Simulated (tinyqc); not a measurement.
Inside a calculation. Method: coupled-perturbed Hartree-Fock on RHF in the sto-3g basis, for BH3, spin multiplicity 1. One step of it, computed by the program tinyqc.

Question. Iteration 1: diagonalisation and new density. Diagonalise F' = X^T F X, C = X C', fill 4 alpha and 4 beta electrons from the bottom; D = 2 C_occ C_occ^T. Each column has its largest component positive (the first on a tie).

Fock matrix F (hartree):
```
            1B 1s      1B 2s     1B 2px     1B 2py     1B 2pz      2H 1s      3H 1s      4H 1s
1B 1s   -7.206611  -2.141141  -0.000010   0.000000  -0.001856  -0.624226  -0.622993  -0.622993
1B 2s   -2.141141  -1.061319  -0.000148   0.000000   0.018944  -0.591023  -0.590417  -0.590417
1B 2px  -0.000010  -0.000148  -0.207322   0.000000   0.000015  -0.384937   0.192424   0.192424
1B 2py   0.000000   0.000000   0.000000  -0.207099   0.000000   0.000000  -0.333269   0.333269
1B 2pz  -0.001856   0.018944   0.000015   0.000000   0.324493   0.014426   0.014411   0.014411
2H 1s   -0.624226  -0.591023  -0.384937   0.000000   0.014426  -0.401974  -0.193345  -0.193345
3H 1s   -0.622993  -0.590417   0.192424  -0.333269   0.014411  -0.193345  -0.401372  -0.193126
4H 1s   -0.622993  -0.590417   0.192424   0.333269   0.014411  -0.193345  -0.193126  -0.401372
```

X:
```
            1B 1s      1B 2s     1B 2px     1B 2py     1B 2pz      2H 1s      3H 1s      4H 1s
1B 1s    1.033653  -0.185542  -0.000008   0.000000   0.001684   0.027996   0.028003   0.028003
1B 2s   -0.185542   1.532232   0.000388   0.000000  -0.019207  -0.397182  -0.396454  -0.396454
1B 2px  -0.000008   0.000388   1.247817   0.000000  -0.000018  -0.405543   0.202512   0.202512
1B 2py   0.000000   0.000000   0.000000   1.247417   0.000000   0.000000  -0.350675   0.350675
1B 2pz   0.001684  -0.019207  -0.000018   0.000000   1.000733   0.015210   0.015176   0.015176
2H 1s    0.027996  -0.397182  -0.405543   0.000000   0.015210   1.330542  -0.020790  -0.020790
3H 1s    0.028003  -0.396454   0.202512  -0.350675   0.015176  -0.020790   1.329719  -0.020741
4H 1s    0.028003  -0.396454   0.202512   0.350675   0.015176  -0.020790  -0.020741   1.329719
```

Give: F' = X^T F X; orbital energies; coefficients C; D after iteration 1.

Answer.

F' = X^T F X (hartree):
```
         1        2        3        4        5        6        7        8
1  -7.0068  -1.1845   0.0000   0.0000  -0.0013  -0.0972  -0.0968  -0.0968
2  -1.1845  -0.0161   0.0002   0.0000  -0.0077  -0.4396  -0.4390  -0.4390
3   0.0000   0.0002   0.2099   0.0000   0.0000  -0.5249   0.2623   0.2623
4   0.0000   0.0000   0.0000   0.2097   0.0000   0.0000  -0.4542   0.4542
5  -0.0013  -0.0077   0.0000   0.0000   0.3257   0.0178   0.0178   0.0178
6  -0.0972  -0.4396  -0.5249   0.0000   0.0178   0.1321  -0.0690  -0.0690
7  -0.0968  -0.4390   0.2623  -0.4542   0.0178  -0.0690   0.1317  -0.0689
8  -0.0968  -0.4390   0.2623   0.4542   0.0178  -0.0690  -0.0689   0.1317
```

orbital energies (hartree): MO1 -7.2138, MO2 -0.6359, MO3 -0.4373, MO4 -0.4372, MO5 0.3247, MO6 0.8217, MO7 0.8474, MO8 0.8482

coefficients C:
```
            MO1      MO2      MO3      MO4      MO5      MO6      MO7      MO8
1B 1s    0.9895  -0.2293   0.0001   0.0000  -0.0171  -0.2707   0.0000  -0.0050
1B 2s    0.0443   0.5073  -0.0003   0.0000   0.0749   1.6090   0.0000   0.0307
1B 2px   0.0000   0.0002   0.5270   0.0000   0.0000  -0.0226   0.0000   1.2350
1B 2py   0.0000   0.0000   0.0000   0.5270   0.0000   0.0000   1.2346   0.0000
1B 2pz  -0.0003  -0.0121   0.0000   0.0000   0.9976  -0.0843   0.0000  -0.0016
2H 1s   -0.0083   0.2946   0.4969   0.0000  -0.0207  -0.7709   0.0000  -1.0798
3H 1s   -0.0083   0.2942  -0.2487   0.4305  -0.0207  -0.7998  -0.9217   0.5174
4H 1s   -0.0083   0.2942  -0.2487  -0.4305  -0.0207  -0.7998   0.9217   0.5174
```

D after iteration 1:
```
          1B 1s    1B 2s   1B 2px   1B 2py   1B 2pz    2H 1s    3H 1s    4H 1s
1B 1s    2.0632  -0.1448   0.0000   0.0000   0.0050  -0.1515  -0.1514  -0.1514
1B 2s   -0.1448   0.5186  -0.0001   0.0000  -0.0123   0.2978   0.2979   0.2979
1B 2px   0.0000  -0.0001   0.5554   0.0000   0.0000   0.5239  -0.2620  -0.2620
1B 2py   0.0000   0.0000   0.0000   0.5555   0.0000   0.0000   0.4538  -0.4538
1B 2pz   0.0050  -0.0123   0.0000   0.0000   0.0003  -0.0071  -0.0071  -0.0071
2H 1s   -0.1515   0.2978   0.5239   0.0000  -0.0071   0.6676  -0.0737  -0.0737
3H 1s   -0.1514   0.2979  -0.2620   0.4538  -0.0071  -0.0737   0.6677  -0.0737
4H 1s   -0.1514   0.2979  -0.2620  -0.4538  -0.0071  -0.0737  -0.0737   0.6677
```
